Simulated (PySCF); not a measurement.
Gas-phase reaction: N₂H₂ + 2 SiH₂ → 2 HSiNH₂

Computed with PySCF (xtb for GFN2) and rigid-rotor harmonic-oscillator thermochemistry at 1 bar. † marks an energy on the PBE0/def2-TZVP geometry and frequencies; other levels use their own. CCSD(T) freezes the core. 6-31G* has spherical d functions here. All species are closed-shell singlets. HSiNH₂: computed as isolated molecules; such fragments, hydroxides, amides, oligomers or adducts are transient or little studied in the gas. CCSD(T) isn't extrapolated to the basis-set limit; its ΔH°(298 K) is -462.6 kJ in def2-SVP and -500.9 kJ in def2-TZVPP. The harmonic model lacks anharmonicity and excited electronic states, which grow with temperature; levels with a mode under 35 cm⁻¹ are left out. Internal rotation in HSiNH₂ is treated as a harmonic vibration of one conformer, which makes the entropy rough.

| level | ΔE electronic, kJ | ΔH°(298 K), kJ | ΔS°(298 K), J/K | ΔG°(2500 K), kJ |
|---|---|---|---|---|
| CCSD(T)/def2-SVP† | -495 | -463 | -142 | -128 |
| GFN2-xTB | -433 | -407 | -131 | -111 |
| HF/6-31G* | -475 | -444 | -143 | -106 |
| HF/def2-TZVP† | -507 | -474 | -142 | -140 |
| M06-2X/def2-TZVP† | -561 | -529 | -142 | -194 |
| PBE/def2-SVP | -533 | -501 | -142 | -168 |
| PBE0/def2-QZVP† | -562 | -529 | -142 | -195 |
| PBE0/def2-TZVP | -554 | -522 | -142 | -187 |
| ωB97M-V/def2-TZVP† | -549 | -517 | -142 | -182 |
| ωB97X-V/def2-TZVP† | -542 | -510 | -142 | -175 |
ΔH° is lowest at PBE0/def2-QZVP† and highest at GFN2-xTB. No reference value is set beside these.
